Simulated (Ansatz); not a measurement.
A nudged elastic band was laid between two geometries of AlH6N + FH (10 atoms, charge 0, multiplicity 1).

Level of theory: RKS PBE0/cc-pVDZ in Ansatz.

| Quantity | Value |
| --- | --- |
| movable images | 5 |
| climbing image | yes |
| spring | 5.0 eV/Å² |
| optimiser | quadratic models (default) |
| start path | through a guess of the saddle point |
| force threshold | 0.05 eV/Å |
| iteration limit | 60 |
| end points | relaxed |

Image 0:

```xyz
10
Properties=species:S:1:pos:R:3
Al -0.526 -0.240 -1.083
H -0.695 -1.579 -0.144
H 0.729 -0.299 -2.076
H -1.915 0.420 -1.533
H 0.661 0.409 1.071
N 0.169 1.021 0.402
H 0.322 -1.603 0.866
F 0.990 -1.365 1.515
H 0.830 1.723 0.069
H -0.566 1.513 0.912
```

Image 6:

```xyz
10
Properties=species:S:1:pos:R:3
Al -0.425 0.094 -1.070
H -0.537 -1.866 -0.261
H 0.671 -0.309 -2.146
H -2.001 -0.010 -1.249
H 0.687 -0.008 1.329
N 0.190 1.140 0.338
H -0.088 -1.618 0.328
F 0.949 -0.856 1.749
H 1.031 1.692 0.167
H -0.479 1.742 0.816
```

Q: Which bonds break or form, and what moves?

A: Bonds broken: Al1–H2, H5–N6, H7–F8. Bonds formed: H2–H7, H5–F8. AlH6N + FH becomes AlH4N + FH + H2.

Q: Give the energies along the band, and the barrier.

A: The forces met the threshold. The highest image is number 4 of 0 to 6, 0.77 eV above the first end and 0.10 eV above the last; the last end lies 0.67 eV above the first. A vibrational analysis at the climbing image gives one clearly imaginary mode, 765i cm⁻¹: a first-order saddle point. The orbitals stay closed-shell, which can raise the energy where a bond breaks towards radicals; this wasn't checked here.

| image | path coordinate (Å) | energy (eV) | Al1–H2 (Å) | H5–N6 (Å) | H7–F8 (Å) |
| --- | --- | --- | --- | --- | --- |
| 0 | 0.00 | 0.00 | 1.64 | 1.03 | 0.96 |
| 1 | 0.32 | 0.00 | 1.64 | 1.03 | 0.96 |
| 2 | 0.64 | 0.08 | 1.65 | 1.04 | 0.99 |
| 3 | 0.96 | 0.46 | 1.74 | 1.11 | 1.15 |
| 4 | 1.28 | 0.77 | 1.86 | 1.29 | 1.46 |
| 5 | 1.54 | 0.70 | 1.99 | 1.48 | 1.70 |
| 6 | 1.81 | 0.67 | 2.12 | 1.60 | 1.92 |

Q: What is the geometry of the highest image?

A: 
```xyz
10
Properties=species:S:1:pos:R:3:forces:R:3
Al -0.432 -0.050 -1.046 0.00 0.00 0.00
H -0.475 -1.691 -0.168 0.00 0.00 0.00
H 0.696 -0.308 -2.135 0.00 0.00 0.00
H -2.000 0.054 -1.303 0.00 0.00 0.00
H 0.614 0.083 1.162 0.00 0.00 0.00
N 0.207 1.043 0.400 0.00 0.00 0.00
H 0.026 -1.454 0.481 0.00 0.00 0.00
F 0.854 -0.949 1.570 0.00 0.00 0.00
H 0.996 1.647 0.166 0.00 0.00 0.00
H -0.485 1.625 0.873 0.00 0.00 0.00
```

Q: What are the harmonic wavenumbers there?

A: 765i, 58, 234, 407, 436, 551, 601, 609, 685, 735, 774, 809, 928, 1033, 1246, 1425, 1468, 1528, 1622, 1909, 1927, 3052, 3530, 3615 cm⁻¹.

The band took 21 iterations and of the order of 5 core-minutes.

Run time: 2.4 min on 2 threads of Arm Neoverse V2, with other jobs on the host, peak memory 0.14 GiB.
